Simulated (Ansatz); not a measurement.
AlH₅SSi (`[AlH2][S][SiH3]`). Charge 0, multiplicity 1. The geometry is a stationary point of PBE0-D4/def2-TZVP.

```xyz
8

Al   -0.244    1.224    1.368
S     1.391    0.489    0.128
Si    0.288   -0.916   -1.053
H    -1.689    0.623    1.137
H     0.104    2.329    2.440
H     1.257   -1.538   -1.987
H    -0.783   -0.241   -1.829
H    -0.324   -1.969   -0.204
```

Task: What is the dipole moment at B3LYP/def2-TZVPP? (Estimate.)

Result: The calculation gave: 0.81 D, with components (-0.80, -0.14, 0.08) D in this frame, pointing from negative to positive charge.

Task: And with PBE, r2SCAN, ωB97M-V? (An estimate is asked.)

Result: The calculation gave: PBE 0.74 D, r2SCAN 0.80 D, ωB97M-V 0.83 D.

Task: Give the Mulliken charges with B3LYP, ωB97M-V, r2SCAN in def2-TZVPP. (An estimate is asked.)

Result: Computed: 
```json
{"atom": "Al1", "B3LYP": "0.43", "ωB97M-V": "0.37", "r2SCAN": "0.49"}
{"atom": "S2", "B3LYP": "-0.31", "ωB97M-V": "-0.29", "r2SCAN": "-0.34"}
{"atom": "Si3", "B3LYP": "0.29", "ωB97M-V": "0.16", "r2SCAN": "0.33"}
{"atom": "H4", "B3LYP": "-0.13", "ωB97M-V": "-0.10", "r2SCAN": "-0.15"}
{"atom": "H5", "B3LYP": "-0.13", "ωB97M-V": "-0.10", "r2SCAN": "-0.15"}
{"atom": "H6", "B3LYP": "-0.05", "ωB97M-V": "-0.01", "r2SCAN": "-0.06"}
{"atom": "H7", "B3LYP": "-0.05", "ωB97M-V": "-0.02", "r2SCAN": "-0.06"}
{"atom": "H8", "B3LYP": "-0.05", "ωB97M-V": "-0.02", "r2SCAN": "-0.06"}
```

B3LYP here is the variant with VWN-RPA as its local correlation; programs differ in this.
